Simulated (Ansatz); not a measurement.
fcc Cu, treated with BLYP in Ansatz (plane waves, PAW).

Settings: plane-wave cutoff 520 eV, 26×26×26 k mesh, Fermi–Dirac smearing 0.05 eV, no spin polarisation, scalar-relativistic PAW data made under PBE.

A third-order Birch–Murnaghan fit to the energies gives V0 = 12.686 Å³/atom, B0 = 116 GPa, B′ = 5.1.

| V (Å³/atom) | P (GPa) |
|---|---|
| 11.919 | 8.46 |
| 12.172 | [?] |
| 12.426 | [?] |
| 12.679 | 0.06 |
| 12.933 | [?] |
| 13.187 | -4.05 |
| 13.440 | [?] |

Q: Estimate the withheld pressures from this fit; the answers are the runs' own values.

A: 
- 12.172, P (GPa): 5.32
- 12.426, P (GPa): 2.53
- 12.933, P (GPa): -2.12
- 13.440, P (GPa): -5.75

The formula P = (3/2) B0 (x^(7/3) − x^(5/3)) [1 + (3/4)(B′ − 4)(x^(2/3) − 1)] with x = V0/V meets the computed pressures within 0.04 GPa when these rounded values are put in.

Measured, for comparison: bulk modulus 144 GPa (0 K value with the zero-point phonon effect removed, our sources range from 140 to 145; as tabulated in Mejia-Rodriguez and Trickey (2018), arXiv:1807.09216); equilibrium volume per atom 11.62 Å³/atom (low-temperature or extrapolated to 0 K; zero-point anharmonic expansion removed; as tabulated in Csonka et al. (2009), arXiv:0903.4037). Computed (rounded) less measured: bulk modulus -19 % (-17 % to -20 % over the range), equilibrium volume per atom +9.2 %.

Ansatz is a program for electronic structure.
